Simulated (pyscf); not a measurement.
PySCF, gas phase, ωB97X-D3(BJ)/def2-SVP geometries.

For H₂B–Cl + water (H₂O) -> HO–BH–Cl + hydrogen (H₂), a four-centre exchange (singlet surface; B–H, H–O broken, B–O, H–H formed), PBE/def2-TZVP gives ΔE‡ = 0.28 eV and ΔE = -1.40 eV (zero: the separated reactants). In which direction and how far do r²SCAN/def2-TZVP, PBE0-D3(BJ)/def2-TZVP, ωB97M-D3(BJ)/def2-TZVP move these?

r²SCAN: ΔE‡ = 0.34 eV, ΔE = -1.46 eV; PBE0-D3(BJ): ΔE‡ = 0.37 eV, ΔE = -1.37 eV; ωB97M-D3(BJ): ΔE‡ = 0.54 eV, ΔE = -1.38 eV. PBE's barrier lies under all of them, by 0.06 to 0.26 eV. Its reaction energy lies among theirs. On the reactant side the descent ends in an adduct with a B–O contact, 0.63 eV under the separated species and 1.19 eV under the saddle at ωB97X-D3(BJ)/def2-TZVP. What is counted as formed (B–O) is already present as a longer contact in the reactant adduct; forming that adduct is a step of its own. At the saddle there is also a short B–H contact that neither side keeps. The same reactants have a lower exit, to H₂B–OH + HCl (barrier +0.20 eV at ωB97M-D3(BJ)/def2-TZVP, against +0.54 eV here). This is the saddle that the search found; another between the same sides may lie lower.
